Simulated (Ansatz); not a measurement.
Consider the substitution at a C–C bond: `CCC(Cl)CCl` + `OC1=C(F)C1` → `COC1=C(F)C1` + `CC(Cl)CCl`.

Computed with Ansatz on PBE0-D4/def2-TZVP structures; ΔE is electronic, products minus reactants. CBS: MP2 limit from def2 TZ/QZ plus the TZ coupled-cluster correction, frozen cores. One conformer a species, not always the lowest.

```json
{"species": "`CCC(Cl)CCl`", "CCSD/def2-TZVPP energy (Eh)": "-1076.36798"}
{"species": "`OC1=C(F)C1`", "CCSD/def2-TZVPP energy (Eh)": "-290.61325"}
{"species": "`COC1=C(F)C1`", "CCSD/def2-TZVPP energy (Eh)": "-329.82978"}
{"species": "`CC(Cl)CCl`", "CCSD/def2-TZVPP energy (Eh)": "-1037.13506"}
```

Q: Work out ΔE.

A: ΔE = (-329.82978) + (-1037.13506) − (-1076.36798) − (-290.61325) = 0.01639 Eh = +43.0 kJ/mol. CCSD(T)/CBS gives +45.6 kJ/mol.

Largest T1 diagnostic among the species: 0.012.

In def2-TZVPP, CCSD(T) changes the Hartree–Fock value by +10.8 kJ/mol (the triples alone add +0.2 kJ/mol) and MP2 by +15.0 kJ/mol.
